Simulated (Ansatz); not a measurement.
One elementary step

Start structure (Si3H9, doublet), relaxed at PBE0-D4/def2-TZVP:

H1  (0.691, 1.077, -1.435)
Si2  (1.078, 1.380, -0.030)
Si3  (0.806, -0.464, 1.389)
Si4  (-1.616, -0.950, -1.208)
H5  (0.248, 2.517, 0.451)
H6  (2.506, 1.800, -0.025)
H7  (1.589, -0.216, 2.634)
H8  (-0.617, -0.657, 1.778)
H9  (1.317, -1.709, 0.757)
H10  (-2.256, 0.352, -0.885)
H11  (-2.465, -2.089, -0.772)
H12  (-1.281, -1.041, -2.653)
(Å)

The step: Si₂H₆ ([SiH3][SiH3]) + SiH₃ → Si₂H₅ ([SiH2][SiH3]) + SiH₄; bonds formed: H1–Si4; bonds broken: H1–Si2. Computed with Ansatz 0.2.0 (basis: def2-TZVPP and def2-QZVPP); correlated methods freeze the cores; orbitals are unrestricted. Extrapolation: Hartree–Fock as exp(−7.88 √X), correlation as X^−2.97. Energies below are by CCSD(T) at an estimated basis limit (MP2 extrapolated from triple and quadruple zeta, plus CCSD(T) − MP2 in triple zeta).

Q: What are the electronic barrier and the energy of the step, from the start structure to the end structure? (To be estimated.)

A: The calculation gives: Barrier 37.1 kJ/mol; step energy -10.6 kJ/mol (downhill); reverse barrier, their difference, 47.7 kJ/mol. Barrier and step energy count from the start structure, the reverse barrier from the end structure.

The saddle point: One imaginary mode of 847i cm⁻¹.
```csv
pair,start (Å),saddle (Å),end (Å)
H1–Si4,3.08,1.84,1.49
H1–Si2,1.49,1.70,3.25
```

Zero-point energy (harmonic, PBE0-D4): ZPE is 186.3 kJ/mol at the start and 175.4 kJ/mol at the saddle, so the barrier goes from 37.1 to 26.2 kJ/mol.

No T1 diagnostic of these runs exceeds 0.016. ⟨S²⟩ of the unrestricted Hartree–Fock references: 0.75 to 0.78 (a pure state has 0.75). The end structure is not quite a true minimum (one mode of 39i cm⁻¹).

Radical steps of this kind take place in plasma deposition and etching.

Labels in which every atom is bracketed show which atoms are joined, not bond orders.

For scale, one of the runs: CCSD(T)/def2-TZVPP, 252 basis functions, launched by `ansatz run in.yaml --threads 8 --pin off --events-out ev --progress --plain --max-ram 19148MiB`. Hardware: 8 CPU threads of an Arm Neoverse V1, shared host. Wall time 2.7 min; peak host memory 13 GiB.
